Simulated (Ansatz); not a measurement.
# HNO (nitroxyl) at MP2/STO-3G

What is the energy change on altering one bond length of HNO (nitroxyl) at MP2/STO-3G? 

The calculation is run with Ansatz 0.2.0.

50 further runs of the same task are left out: 1 that didn't finish, 49 set aside as unsound or not needed.

## Step 1: The system as given

HNO: 3 atoms, total charge 0, spin state singlet. SMILES: `N=O`. The coordinates come from a PBE0-D4/def2-TZVP relaxation.

Bond lengths: N1–O2 1.190 Å, N1–H3 1.063 Å. Angles: O2–N1–H3 108.9°.

## Step 2: A single-point energy at MP2/STO-3G

Contents of job.yaml:

```yaml
crystal:
  periodic: [false, false, false]
  atoms:
    - {symbol: "N", position_ang: [-0.283700, 0.312790, -0.117160]}
    - {symbol: O, position_ang: [0.755300, 0.397200, 0.456500]}
    - {symbol: H, position_ang: [-0.471600, -0.709980, -0.339350]}
basis:
  gaussian: {orbitals: STO-3G}
correlation: {method: mp2, frozen_orbitals: {H: 0, "N": 1, O: 1}}
accuracy: high
```

On the command line:

```console
$ ansatz run job.yaml --threads 1 --pin off --max-ram 3480MiB --events-out events.jsonl --progress --plain --runs-dir runs
```

The log of the run:

```text
Warning: RAYON_NUM_THREADS=1 ignored (pool sized by the plan → 1); use --threads N
Functional definition: HF
  name "HF"
  exchange = exact_x
  correlation = 0
168 factors; integrals over basis functions are off by at most 3.7e-8 eV
mean field evaluation 1: about -3483.5222 eV, gradient 1.8e1 eV
mean field evaluation 2: about -3483.6020 eV, gradient 1.8e1 eV
mean field evaluation 4: about -3484.6352 eV, gradient 1.3e0 eV
mean field evaluation 8: about -3484.6463 eV, gradient 2.2e-2 eV
mean field -3484.64633024 eV, -128.0583906581 hartree, gradient 9.5e-9 eV, S^2 0.000000; 0 other end points of the search recorded, 0 dependent functions left out; unrestricted orbitals would lower it
mean field evaluation 16: about -3484.6174 eV, gradient 2.1e0 eV
2 core orbitals not correlated: weight in the atoms' cores, before any rotation towards them, 1.000 or more for the frozen orbitals, at most 0.000 for the correlated occupied ones
reference -3484.64633024 eV, -128.0583906581 hartree; 6, 6 occupied and 3, 3 virtual orbitals, 168 factors
second order -3.18936449 eV of doubles, -0.00000000 eV of singles
Total energy: -3487.83569473 eV, -128.1755976414 hartree
```

It took 0.08 s on 1 thread of AMD EPYC 7R43 (Zen 3), shared host.

## Step 3: The distorted shape, same level

Contents of in.yaml:

```yaml
crystal:
  periodic: [false, false, false]
  atoms:
    - {symbol: N, position_ang: [-0.236725, 0.568483, -0.061612]}
    - {symbol: O, position_ang: [0.802275, 0.652893, 0.512048]}
    - {symbol: H, position_ang: [-0.471600, -0.709980, -0.339350]}
basis:
  gaussian:
    orbitals: STO-3G
accuracy: high
correlation:
  method: mp2
  frozen_orbitals: {H: 0, "N": 1, O: 1}
```

On the command line:

```console
$ ansatz run in.yaml --threads 1 --pin off --max-ram 3480MiB --events-out events.jsonl --progress --plain --runs-dir runs
```

The log of the run:

```text
Warning: RAYON_NUM_THREADS=1 ignored (pool sized by the plan → 1); use --threads N
[... 4 set-up lines as earlier in the session ...]
168 factors; integrals over basis functions are off by at most 3.9e-8 eV
mean field evaluation 1: about -3482.6427 eV, gradient 1.8e1 eV
mean field evaluation 2: about -3482.7177 eV, gradient 1.9e1 eV
mean field evaluation 4: about -3483.7962 eV, gradient 1.5e0 eV
mean field evaluation 8: about -3483.8184 eV, gradient 4.5e-2 eV
mean field -3483.81838646 eV, -128.0279642853 hartree, gradient 2.6e-8 eV, S^2 0.000000; 0 other end points of the search recorded, 0 dependent functions left out; unrestricted orbitals would lower it
mean field evaluation 16: about -3483.6900 eV, gradient 1.6e0 eV
2 core orbitals not correlated: weight in the atoms' cores, before any rotation towards them, 1.000 or more for the frozen orbitals, at most 0.000 for the correlated occupied ones
reference -3483.81838646 eV, -128.0279642853 hartree; 6, 6 occupied and 3, 3 virtual orbitals, 168 factors
second order -3.68638904 eV of doubles, -0.00000000 eV of singles
Total energy: -3487.50477550 eV, -128.1634365840 hartree
```

Run time: 0.08 s. Hardware: 1 thread of AMD EPYC 7R43 (Zen 3), shared host.

## Step 4: Results

Level: MP2/STO-3G, 2 core orbitals frozen.

| quantity | value |
| --- | --- |
| first shape: total energy | -128.17560 Eh |
| first shape: correlation energy (2 core orbitals frozen) | -117.2 mEh |
| distorted shape: total energy | -128.16344 Eh |
| distorted shape: correlation energy (2 core orbitals frozen) | -135.5 mEh |
| energy change with the N1–H3 bond stretched from 1.063 to 1.329 Å | 0.331 eV |

With the N1–H3 bond stretched from 1.063 to 1.329 Å the energy rises by 0.33 eV (31.9 kJ/mol). The first shape isn't relaxed at this level, so the change isn't measured from a minimum. The minimal basis adds a large error of its own. The restricted solution (first shape) is unstable to spin breaking: an unrestricted one lies lower. The restricted solution (distorted shape) is unstable to spin breaking: an unrestricted one lies lower.
